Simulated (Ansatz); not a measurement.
Ideal-gas functions of BH₃OS (`OBS`) at 800 K and 1 bar, from an Ansatz frequency run at PBE0-D4/def2-TZVP.

Molar mass 61.9 g/mol, point group Cs (symmetry number 1), electronic degeneracy 1, moments of inertia 10.413, 92.568, 102.981 u Å². Harmonic wavenumbers (cm⁻¹, unscaled): 340, 345, 599, 712, 838, 859, 1011, 1164, 1352, 2656, 2734, 3864.

Use S(trans) = R[1.5 ln M + 2.5 ln T − 1.1517]; rotational temperatures θ = 24.2544 K / I; S(rot) = R[ln(√π/σ · √(T³/θAθBθC)) + 1.5]; for each mode x = 1.438777 ν̃/T, S = R[x/(eˣ − 1) − ln(1 − e⁻ˣ)] and H = RT x/(eˣ − 1); 1 cm⁻¹ = 0.0119627 kJ/mol; R = 8.31446 J/(mol·K).

Task: By hand: the entropy, in J/(mol·K).

Result: Translation 180.8. Rotation: θ = 2.3292, 0.262, 0.2355 K, giving 108.7. Vibration, mode by mode: 12.53, 12.41, 8.09, 6.80, 5.65, 5.48, 4.40, 3.54, 2.71, 0.41, 0.36, 0.06, in all 62.5. Electronic 0.0. Sum 352.0 J/(mol·K).

Task: By hand: H − E and G − E in kJ/mol, counted from the electronic energy.

Result: Zero-point energy ½ × 16474 × 0.0119627 = 98.5; thermal vibration 28.7; translation, rotation and pV give 4 RT = 26.6. H − E = 153.8 kJ/mol, and G − E = 153.8 − 800 × 352.0/1000 = -127.8 kJ/mol.

Vibration gives 18 % of the entropy. The sum counts one conformer and one mirror image; others add a mixing term.
